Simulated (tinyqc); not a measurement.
Inside a calculation. Method: LCCD on RHF in the sto-6g basis, for H2F+, spin multiplicity 1. One step of it, computed by the program tinyqc.

Question. Iteration 1: diagonalisation and new density. Diagonalise F' = X^T F X, C = X C', fill 5 alpha and 5 beta electrons from the bottom; D = 2 C_occ C_occ^T. Each column has its largest component positive (the first on a tie).

Fock matrix F (hartree), lower triangle:
```
             1F 1s      1F 2s     1F 2px     1F 2py     1F 2pz      2H 1s      3H 1s
1F 1s   -26.662472
1F 2s    -6.486622  -3.268426
1F 2px    0.000000   0.000000  -0.865220
1F 2py    0.000000   0.000000   0.000000  -0.927220
1F 2pz   -0.022104  -0.104103   0.000000   0.000000  -0.891091
2H 1s    -1.025050  -1.064961   0.000000  -0.493459  -0.293414  -0.740320
3H 1s    -1.025050  -1.064961   0.000000   0.493459  -0.293414  -0.311084  -0.740320
```

X, lower triangle:
```
            1F 1s      1F 2s    1F 2px     1F 2py     1F 2pz      2H 1s     3H 1s
1F 1s    1.022426
1F 2s   -0.131674   1.136286
1F 2px   0.000000   0.000000  1.000000
1F 2py   0.000000   0.000000  0.000000   1.066021
1F 2pz  -0.004366   0.044567  0.000000   0.000000   1.017246
2H 1s    0.016082  -0.201836  0.000000  -0.163951  -0.078386   1.103824
3H 1s    0.016082  -0.201836  0.000000   0.163951  -0.078386  -0.057593  1.103824
```

Give: F' = X^T F X; orbital energies; coefficients C; D after iteration 1.

Answer.

F' = X^T F X (hartree), lower triangle:
```
          1        2        3        4        5        6        7
1  -26.2407
2   -3.2319  -1.9604
3    0.0000   0.0000  -0.8652
4    0.0000   0.0000   0.0000  -0.7318
5   -0.0324   0.0066   0.0000   0.0000  -0.8417
6   -0.1316  -0.4777   0.0000  -0.3937  -0.1924  -0.3452
7   -0.1316  -0.4777   0.0000   0.3937  -0.1924  -0.0922  -0.3452
```

orbital energies (hartree): MO1 -26.6663, MO2 -1.8464, MO3 -1.0984, MO4 -0.9115, MO5 -0.8652, MO6 -0.0559, MO7 0.1137

coefficients C:
```
            MO1      MO2      MO3      MO4     MO5      MO6      MO7
1F 1s    0.9968  -0.2314   0.0000   0.0568  0.0000   0.1132   0.0000
1F 2s    0.0142   0.9069   0.0000  -0.2823  0.0000  -0.6997   0.0000
1F 2px   0.0000   0.0000   0.0000   0.0000  1.0000   0.0000   0.0000
1F 2py   0.0000   0.0000   0.7628   0.0000  0.0000   0.0000   0.7799
1F 2pz   0.0017   0.1011   0.0000   0.9261  0.0000  -0.4258   0.0000
2H 1s   -0.0027   0.1289   0.3148   0.1446  0.0000   0.7463  -0.7761
3H 1s   -0.0027   0.1289  -0.3148   0.1446  0.0000   0.7463   0.7761
```

D after iteration 1, lower triangle:
```
          1F 1s    1F 2s  1F 2px   1F 2py  1F 2pz    2H 1s   3H 1s
1F 1s    2.1008
1F 2s   -0.4235   1.8049
1F 2px   0.0000   0.0000  2.0000
1F 2py   0.0000   0.0000  0.0000   1.1637
1F 2pz   0.0618  -0.3394  0.0000   0.0000  1.7356
2H 1s   -0.0486   0.1520  0.0000   0.4802  0.2939   0.2732
3H 1s   -0.0486   0.1520  0.0000  -0.4802  0.2939  -0.1231  0.2732
```
